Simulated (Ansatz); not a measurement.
Working through a rigid torsion scan of AlBH₄O, SMILES [BH2][AlH][OH]

With Ansatz 0.2.0, Python API.

The cells in order, each with its output:

**Cell 1**
```python
import ansatz as az
from ase import Atoms
```

**Cell 2**
```python
atoms = Atoms(["B", "Al", "O", "H", "H", "H", "H"], positions=[
    (-1.1917, 0.3215, -0.636),
    (0.3805, 0.1199, 0.6021),
    (1.3239, -1.4303, 0.5348),
    (-1.4687, -0.4849, -1.3999),
    (-1.8636, 1.3606, -0.6327),
    (0.7966, 1.3044, 1.6119),
    (2.0842, -1.2592, -0.1259),
])
```

**Cell 3**
```python
# relax first, so that the scan starts from a minimum
first = (
    az.Crystal.molecule_from_ase(atoms).calculation()
    .basis(gaussian="def2-SVP")
    .functional("r2SCAN")
    .accuracy("medium")
    .relax(force_tolerance=0.02, max_steps=80)
)
atoms.positions = first.run(threads=1, pin="off").report["positions_ang"]
```

**Cell 4**
```python
start = atoms.get_dihedral(0, 1, 2, 6)
energies = {}
for turn in range(0, 360, 40):
    turned = atoms.copy()
    turned.set_dihedral(0, 1, 2, 6, start + turn, indices=[2, 6])
    base = az.Crystal.molecule_from_ase(turned).calculation()
    base = base.basis(gaussian="def2-SVP")
    base = base.functional("r2SCAN")
    base = base.accuracy("medium")
    energies[round((start + turn) % 360)] = base.run(threads=1, pin="off").report["free_energy_ev"]
floor = min(energies.values())
print("dihedral B0-Al1-O2-H6 (deg)   E - E(min) (kJ/mol)")
for angle, e in sorted(energies.items()):
    print(f"{angle:8d} {96.485332 * (e - floor):14.3f}  " + "#" * int(30 * (e - floor) / max(max(energies.values()) - floor, 1e-9)))
```
Output:
```text
dihedral B0-Al1-O2-H6 (deg)   E - E(min) (kJ/mol)
      20          6.487  ###########
      60         14.875  ##########################
     100         16.697  #############################
     140          6.706  ############
     180          0.000
     220          6.715  ############
     260         16.716  ##############################
     300         14.890  ##########################
     340          6.491  ###########
```

Caveats:
- The settings weren't tested for convergence.
- The scan is rigid and the energies are electronic, in a modest basis. With rigid groups the curve can differ much from the relaxed path, the start wasn't checked as a minimum of this torsion, and equivalent turns needn't return to the same energy.
- Run time: 39 s on 1 thread of Intel(R) Xeon(R) Processor @ 2.30GHz, on a shared host, peak memory 0.25 GiB.
